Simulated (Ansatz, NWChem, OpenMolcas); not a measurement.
**How basis sets differ on BHO2 (oxoborinic acid)**

The species is BHO2 (4 atoms), meant as a singlet with charge 0. As SMILES, `O=BO`. Geometry: relaxed at PBE0-D4/def2-TZVP.

```xyz
4

O    -1.5551    0.5235    0.4285
B    -0.4239    0.1320    0.2486
O     0.8167   -0.3020    0.1086
H     1.1623   -0.3535   -0.7857
```

Quantity: the HOMO–LUMO gap, in eV. The values are calculated.

| level | kind | program | value (eV) |
| --- | --- | --- | --- |
| HF/ANO-S-MB | Hartree–Fock | OpenMolcas | 18.74 |
| HF/STO-3G | Hartree–Fock | OpenMolcas | 20.21 |
| HF/3-21G | Hartree–Fock | NWChem | 17.82 |
| HF/def2-TZVPP | Hartree–Fock | Ansatz | 15.40 |

The values span 15.40 to 20.21 eV. A Hartree–Fock LUMO above zero doesn't converge with the basis: it sinks as sets grow more diffuse. Orbital gaps aren't excitation energies.
